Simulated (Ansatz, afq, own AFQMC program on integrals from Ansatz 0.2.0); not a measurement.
# SO⁺, quartet in cc-pVDZ, levels against CCSDT(Q)

```yaml
atoms:
  - { symbol: O, position_ang: [0.0000, 0.0000, 0.0000] }
  - { symbol: S, position_ang: [0.0000, 0.0000, 1.6425] }
```

Basis cc-pVDZ. Only valence electrons are correlated. Integrals, coupled cluster, full CI and functionals: Ansatz 0.2.0; the random walks run on the same integrals in our own AFQMC program. The CISD trial takes its coefficients from CCSD amplitudes. Released means that phaseless walkers are propagated on without the constraint, phases kept. Uncertainties: one standard error, sampling alone.

Determinant: UHF, the one that the program's search chose, which needn't be the lowest solution. The geometry is a PBE0/def2-TZVP stationary point of this or a neighbouring charge and spin state.

No full CI on the walks' own integrals is used here; CCSDT(Q) serves as the reference and is uncertain by about the last step of the cluster series.

Cautions: another spin lies lower.

The T1 diagnostic is 0.0314. The weight of the determinant in the CISD state is 0.885. The ⟨S²⟩ of the determinant is 3.785. The size of the correlated space is 11 electrons in 26 orbitals.

| level | correlation energy (eV) |
| --- | --- |
| MP2 | -6.1707 |
| CCSD | -7.0004 |
| CCSD(T) | -7.1990 |

Problem. Estimate where AFQMC with the constraint released lies against CCSD(T) on the same integrals.

Solution. 2.6 ± 1.9 kJ/mol below CCSD(T). The gap is under twice the noise, so this walk alone can't tell the two apart.

Reference: CCSDT(Q), correlation energy -7.252 eV. The released energy is read at 1.62 1/Eh, later times being too noisy (meV from the phaseless value at times in 1/Eh: -5 ± 16 at 0.24, -14 ± 12 at 0.51, -31 ± 14 at 0.99, -8 ± 20 at 1.62, -55 ± 26 at 2.40).

| level | E − E(reference) (kJ/mol) | share of correlation (%) |
| --- | --- | --- |
| CCSD(T) | 5.1 | 99.27 |
| CCSDT | 2.1 | 99.71 |
| ph-AFQMC/CISD | 3.3 ± 1.2 | 99.53 |
| released AFQMC | 2.5 ± 1.9 | 99.64 |

A walk keeps the symmetry of its determinant, which the program's search chose and which needn't be the lowest solution, so a lower state of the same spin and another symmetry isn't excluded. Released energies are given only where the last usable release times agree within the noise; a slower fall can still hide under it.
